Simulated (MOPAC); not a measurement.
**Two attempts at C2H5Si (SMILES [H]/[C]=C/[SiH3])**

Aim: energy and forces of C2H5Si at PM6-D3H4X (COSMO toluene).

Program for the calculation: MOPAC 23.2.5.

4 further runs of the same task are left out: 4 set aside as unsound or not needed.

## (1) Starting point

C2H5Si has 8 atoms, charge 0, and is taken as a doublet. SMILES: `[H]/[C]=C/[SiH3]`. The shape is that of a GFN2-xTB optimisation.

Bond lengths: C1–C2 1.276 Å, C2–Si3 1.927 Å, C1–H4 1.051 Å, C2–H5 1.093 Å, Si3–H6 1.464 Å, Si3–H7 1.462 Å, Si3–H8 1.462 Å. Angles: C1–C2–Si3 121.9°, C1–C2–H5 124.4°, Si3–C2–H5 113.7°, C2–C1–H4 173.6°, C2–Si3–H6 108.2°, C2–Si3–H7 108.6°, C2–Si3–H8 108.5°, H6–Si3–H7 110.3°, H6–Si3–H8 110.4°, H7–Si3–H8 110.7°.

## (2) First attempt

run.mop

```
PM6-D3H4X EPS=0 UHF 1SCF GRADIENTS ITRY=76 DOUBLET AUX(PRECISION=9) THREADS=1
job C2H5Si

C     0.000000  0    0.000000  0    0.000000  0   0   0   0
C     1.276317  1    0.000000  0    0.000000  0   1   0   0
Si    1.926858  1  121.934170  1    0.000000  0   2   1   0
H     1.050753  1  150.923660  1  179.999710  1   1   3   2
H     1.093161  1  124.355700  1 -179.755270  1   2   1   3
H     1.464253  1  108.173790  1   -1.527070  1   3   2   5
H     1.461917  1  110.347470  1  118.714430  1   3   6   2
H     1.461895  1  110.710660  1 -122.467510  1   3   7   6
```

On the command line:

```bash
mopac run.mop
```

run.out:

```text
MOPAC v23.2.5
PM6-D3H4X CALCULATION RESULTS
[...]
           Empirical Formula: C2 H5 Si  =     8 atoms
      MOLECULAR POINT GROUP   :   Cs
[...]
     SCF FIELD WAS ACHIEVED
[...]
          FINAL HEAT OF FORMATION =         59.20812 KCAL/MOL =     247.72677 KJ/MOL
          VAN DER WAALS AREA      =        110.63 SQUARE ANGSTROMS
          DIELECTRIC ENERGY       =          0.07394 EV
          GRADIENT NORM           =        175.49580          =       62.04714 PER ATOM
          IONIZATION POTENTIAL    =          8.173304 EV
          ALPHA SOMO LUMO (EV)    =         -8.173  0.499
          BETA  SOMO LUMO (EV)    =        -10.303  0.433
          NO. OF ALPHA ELECTRONS  =          9
          NO. OF BETA  ELECTRONS  =          8
          MOLECULAR WEIGHT        =         57.1470         POINT GROUP:  Cs
[...]
                             CARTESIAN COORDINATES
   1    C        0.000000000     0.000000000     0.000000000
   2    C        1.276317000     0.000000000     0.000000000
   3   Si        2.295518037     1.635240349     0.000000000
   4    H       -1.044228526    -0.116913012     0.000002585
   5    H        1.893219315    -0.902450911    -0.003854702
   6    H        3.717438608     1.287141683     0.031718368
   7    H        1.935314996     2.410196345     1.186127433
   8    H        1.981161936     2.379045886    -1.218634709
           Empirical Formula: C2 H5 Si  =     8 atoms
      MOLECULAR POINT GROUP   :   Cs
[...]
              NET ATOMIC CHARGES AND DIPOLE CONTRIBUTIONS
  ATOM NO.   TYPE          CHARGE      No. of ELECS.   s-Pop       p-Pop       d-Pop
    1          C          -0.140493        4.1405     1.16573     2.97476
    2          C          -0.415131        4.4151     1.11231     3.30282
    3         Si           0.266937        3.7331     1.20900     1.95852     0.56553
    4          H           0.157776        0.8422     0.84222
    5          H           0.170456        0.8295     0.82954
    6          H          -0.018227        1.0182     1.01823
    7          H          -0.010541        1.0105     1.01054
    8          H          -0.010778        1.0108     1.01078
 DIPOLE           X         Y         Z       TOTAL
 POINT-CHG.     0.631     0.911    -0.003     1.108
 HYBRID        -0.598    -0.991     0.001     1.158
 SUM            0.033    -0.080    -0.002     0.086
[...]
                    (S**2)  =    0.786392
[...]
 * JOB ENDED NORMALLY *
[...]
```

It took 0.06 s on 1 thread of Arm Neoverse N1, shared host.

## (3) Reading the log

It ran to the end. The result can't be trusted all the same.

The fault: the dielectric constant is unphysical. In place of `PM6-D3H4X EPS=0 UHF 1SCF GRADIENTS ITRY=76 DOUBLET AUX(PRECISION=9) THREADS=1`, `job C2H5Si` the sound input has `PM6-D3H4X GRADIENTS 1SCF EPS=2.37 DOUBLET UHF AUX(PRECISION=9) THREADS=1`.

## (4) Second attempt

Changes to run.mop since step 2:

```diff
@@ -1,3 +1,3 @@
-PM6-D3H4X EPS=0 UHF 1SCF GRADIENTS ITRY=76 DOUBLET AUX(PRECISION=9) THREADS=1
-job C2H5Si
+PM6-D3H4X GRADIENTS 1SCF EPS=2.37 DOUBLET UHF AUX(PRECISION=9) THREADS=1
+
```

On the command line:

```bash
mopac run.mop
```

run.out:

```text
MOPAC v23.2.5
PM6-D3H4X CALCULATION RESULTS
[...]
           Empirical Formula: C2 H5 Si  =     8 atoms
      MOLECULAR POINT GROUP   :   Cs
[...]
     SCF FIELD WAS ACHIEVED
[...]
          FINAL HEAT OF FORMATION =         56.64468 KCAL/MOL =     237.00136 KJ/MOL
          VAN DER WAALS AREA      =        110.63 SQUARE ANGSTROMS
          DIELECTRIC ENERGY       =         -0.02624 EV
          COSMO AREA              =        110.63 SQUARE ANGSTROMS
          COSMO VOLUME            =         98.97 CUBIC ANGSTROMS
          GRADIENT NORM           =        173.81067          =       61.45135 PER ATOM
          IONIZATION POTENTIAL    =          8.436133 EV
          ALPHA SOMO LUMO (EV)    =         -8.436  0.400
          BETA  SOMO LUMO (EV)    =        -10.605  0.320
          NO. OF ALPHA ELECTRONS  =          9
          NO. OF BETA  ELECTRONS  =          8
          MOLECULAR WEIGHT        =         57.1470         POINT GROUP:  Cs
[...]
                             CARTESIAN COORDINATES
   1    C        0.000000000     0.000000000     0.000000000
   2    C        1.276317000     0.000000000     0.000000000
   3   Si        2.295518037     1.635240349     0.000000000
   4    H       -1.044228526    -0.116913012     0.000002585
   5    H        1.893219315    -0.902450911    -0.003854702
   6    H        3.717438608     1.287141683     0.031718368
   7    H        1.935314996     2.410196345     1.186127433
   8    H        1.981161936     2.379045886    -1.218634709
           Empirical Formula: C2 H5 Si  =     8 atoms
      MOLECULAR POINT GROUP   :   Cs
[...]
              NET ATOMIC CHARGES AND DIPOLE CONTRIBUTIONS
  ATOM NO.   TYPE          CHARGE      No. of ELECS.   s-Pop       p-Pop       d-Pop
    1          C          -0.171295        4.1713     1.17712     2.99417
    2          C          -0.466608        4.4666     1.12089     3.34572
    3         Si           0.271815        3.7282     1.20993     1.95633     0.56193
    4          H           0.184795        0.8152     0.81521
    5          H           0.196269        0.8037     0.80373
    6          H          -0.002998        1.0030     1.00300
    7          H          -0.006083        1.0061     1.00608
    8          H          -0.005894        1.0059     1.00589
 DIPOLE           X         Y         Z       TOTAL
 POINT-CHG.     0.828     1.024    -0.004     1.317
 HYBRID        -0.649    -1.010    -0.002     1.201
 SUM            0.179     0.014    -0.006     0.180
[...]
                    (S**2)  =    0.785375
[...]
 * JOB ENDED NORMALLY *
[...]
```

It took 0.06 s on 1 thread of Arm Neoverse N1, shared host.

## (5) What came out

Level: PM6-D3H4X (COSMO toluene).

| quantity | value |
| --- | --- |
| dipole moment | 0.18 D |
| HOMO energy (over α and β) | -8.44 eV |
| LUMO energy (over α and β) | 0.32 eV |
| heat of formation | 56.6 kcal/mol |
| ⟨S²⟩ | 0.785 |

**Reading.** The first attempt's energy was +0.111 eV off this one.
